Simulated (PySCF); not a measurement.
Isomers of [C5H12N]+ side by side.

PySCF, CAM-B3LYP/def2-SVPD, density fitting, gas phase; each molecule at its own PBE0-D3(BJ)/def2-SVP geometry, one conformer. Singlet excitations by full TDDFT with frozen cores, triplets by Tamm–Dancoff TDDFT and ionisation energies by ΔSCF, from the lowest of the holes tried. 

Torsions of the conformers computed, which needn't be the lowest (atom-mapped SMILES):
- `[CH2:1]=[CH:2][CH2:3][NH+:4]([CH3:5])[CH3:6]`: C1–C2–C3–N4 -13°, C2–C3–N4–C5 160°
- `[CH2:1]=[CH:2][C@H:3]([CH3:4])[NH2+:5][CH3:6]`: C1–C2–C3–C4 -131°, C2–C3–N5–C6 -171°
- `[CH3:1][CH2:2][CH:3]1[CH2:4][NH2+:5][CH2:6]1`: C1–C2–C3–C4 -68°
- `[CH3:1][NH2+:2][CH2:3][CH:4]1[CH2:5][CH2:6]1`: C1–N2–C3–C4 -177°, N2–C3–C4–C5 77°
- `[CH3:1][NH2+:2][CH:3]1[CH2:4][CH2:5][CH2:6]1`: C1–N2–C3–C4 -68°
- `[CH2:1]=[CH:2][N+:3]([CH3:4])([CH3:5])[CH3:6]`: C1–C2–N3–C4 -120°

The conformers of `C[NH+]1CCCC1` aren't listed.

Reference: `C=CC[NH+](C)C`, with HOMO energy -13.47 eV, LUMO energy -3.37 eV, lowest singlet excitation 7.11 eV, lowest triplet excitation 4.38 eV, mean polarisability 64.0 au and vertical ionisation energy 14.44 eV.

Changes against it:

| molecule | Δ electronic energy (kcal/mol) | Δ HOMO energy (eV) | Δ LUMO energy (eV) | Δ lowest singlet excitation (eV) | Δ lowest triplet excitation (eV) | Δ mean polarisability (au) | Δ vertical ionisation energy (eV) |
| --- | --- | --- | --- | --- | --- | --- | --- |
| C[NH+]1CCCC1 | -24.4 | -1.82 | -0.09 | +1.67 | +4.20 | -4.0 | +1.86 |
| C[NH2+]CC1CC1 | -2.9 | -0.63 | -0.27 | +0.55 | +3.13 | -1.2 | +0.53 |
| C[NH2+]C1CCC1 | -5.4 | -1.39 | -0.24 | +1.43 | +4.02 | -2.4 | +1.36 |
| C=C[N+](C)(C)C | +5.1 | -0.86 | -0.25 | +0.84 | +0.20 | -0.6 | +0.85 |

Rows whose labels were lost:

```csv
row,Δ electronic energy (kcal/mol),Δ HOMO energy (eV),Δ LUMO energy (eV),Δ lowest singlet excitation (eV),Δ lowest triplet excitation (eV),Δ mean polarisability (au),Δ vertical ionisation energy (eV)
P,-6.3,-1.24,-0.47,+1.31,+3.89,-2.4,+1.26
Q,-3.9,-2.48,+0.37,+2.56,+4.95,-4.2,+2.53
R,-6.1,-0.15,-0.19,+0.22,-0.02,+2.2,+0.13
```

Q: Which row belongs to which of `C=C[C@H](C)[NH2+]C`, `C[N+]1(C)CCC1` and `CCC1C[NH2+]C1`?

A: P = `CCC1C[NH2+]C1`, Q = `C[N+]1(C)CCC1` and R = `C=C[C@H](C)[NH2+]C`. P and Q are told apart most clearly by the vertical ionisation energy (+1.26 against +2.53 eV); P and R are told apart most clearly by the lowest triplet excitation (+3.89 against -0.02 eV); Q and R are told apart most clearly by the lowest triplet excitation (+4.95 against -0.02 eV); P lies nearest to the labelled row of `C[NH2+]C1CCC1`.
